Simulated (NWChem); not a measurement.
# Total energies of Na (-1)

```xyz
1

Na     0.0000     0.0000     0.0000
```
Charge -1, spin multiplicity 1.

The numbers come from NWChem runs, not from measurements.

Basis set: aug-cc-pVTZ (50 functions).

```json
[
 {"method": "RHF", "total energy (Ha)": "-161.76385"},
 {"method": "MP2", "total energy (Ha)": "-161.79294"},
 {"method": "B2PLYP", "total energy (Ha)": "-162.18440"},
 {"method": "PBE", "total energy (Ha)": "-162.18636"},
 {"method": "B3LYP", "total energy (Ha)": "-162.31845"},
 {"method": "TPSS", "total energy (Ha)": "-162.31469"}
]
```

Total energies of different functionals aren't comparable as a measure of quality: only differences taken within one method are. 

The correlated methods keep 1 core orbital frozen. B3LYP has NWChem's definition, with VWN1-RPA local correlation.
